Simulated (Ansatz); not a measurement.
`O[Si]Cl` + H₂O → `O[Si]O` + HCl at 298.15 K and 1 bar (formal hydrolysis of the Si–Cl bond).

Computed with Ansatz on PBE0-D4/def2-TZVP structures; ΔE is electronic, products minus reactants. CCSD(T)/CBS is frozen-core, at the limit of the def2 triple- and quadruple-zeta sets. One conformer a species, not always the lowest.

```csv
species,CCSD(T)/CBS energy (Eh),H − E (kJ/mol),S (J/(mol·K))
`O[Si]Cl`,-824.69564,53.3,279.3
H₂O,-76.37685,66.4,188.7
`O[Si]O`,-440.69189,87.0,270.2
HCl,-460.38167,26.6,186.8
```

H − E and S are ideal-gas, rigid-rotor, harmonic terms from PBE0-D4/def2-TZVP, for one conformer and one mirror image of each species. 1 Eh = 2625.50 kJ/mol, R = 8.31446 J/(mol·K).

Question: By hand: ΔE, ΔH, ΔS and ΔG.

Answer: ΔE = (-440.69189) + (-460.38167) − (-824.69564) − (-76.37685) = -0.00107 Eh = -2.8 kJ/mol. Δ(H − E) = 87.0 + 26.6 − 53.3 − 66.4 = -6.1, so ΔH = -8.9 kJ/mol. ΔS = 270.2 + 186.8 − 279.3 − 188.7 = -11.0 J/(mol·K). ΔG = -8.9 − 298.15 × (-11.0)/1000 = -5.6 kJ/mol.

Question: By hand: the equilibrium constant, and the temperature at which ΔG would vanish if ΔH and ΔS stayed fixed.

Answer: log₁₀ K = −ΔG/(RT ln 10) = 1.0. ΔG = 0 at ΔH/ΔS = 809 K, though so small a ΔH makes that figure unsure.

TΔS isn't small against ΔH here. The sign of ΔG lies within the doubt. A doubt of 5 kJ/mol in ΔE shifts log₁₀ K by 0.9 here. Other conformers and mirror images would add mixing entropy, several J/(mol·K) or more a flexible species. These are equilibria of isolated gas molecules and say nothing of rates. Largest T1 diagnostic: 0.015 (customary marks: 0.02 for closed shells, 0.045 for open ones).
